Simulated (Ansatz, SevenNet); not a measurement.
For hcp Ru, the machine-learned potential SevenNet-l3i5 (trained on PBE and PBE+U data) gives:

| Property | Value |
|---|---|
| equilibrium lattice constant a | 2.734 Å |
| c axis length | 4.307 Å |
| elastic constant C11 | 408 GPa |
| elastic constant C44 | 89.8 GPa |
| polycrystal shear modulus | 84.8 GPa |

Q: What does r²SCAN+rVV10 (PAW; Ansatz, a program for electronic structure) give for the same quantities?

A: 
- lattice constant a: 2.697 Å (drops by 1.4 %)
- lattice parameter c: 4.252 Å (falls by 1.3 %)
- elastic constant C11: 628 GPa (rises by 54 %)
- elastic constant C44: 206 GPa (goes up by 130 %)
- Voigt–Reuss–Hill shear modulus: 217 GPa (rises by 160 %)

For comparison: lattice constant a 2.706 Å (measured, 293 K, not corrected to a static lattice, our sources range from 2.700 to 2.706; as tabulated in Wikipedia's data pages); lattice parameter c 4.282 Å (measured, 293 K, no zero-point or thermal correction; as tabulated in Wikipedia's data pages); elastic constant C11 563 GPa (measured, temperature not stated, no zero-point or thermal correction; as tabulated in Mehl and Papaconstantopoulos (1996), arXiv:mtrl-th/9602003); elastic constant C44 181 GPa (measured, temperature not stated, not corrected to a static lattice; as tabulated in Mehl and Papaconstantopoulos (1996), arXiv:mtrl-th/9602003).

Changes are worked out from the printed values.

Unless a cell is named, each level is at its own relaxed cell (SevenNet-l3i5 13.94, r²SCAN+rVV10 13.39 Å³/atom).

Ansatz's density-functional and Hartree–Fock values are scalar-relativistic unless marked +SOC, with PAW data made under PBE.
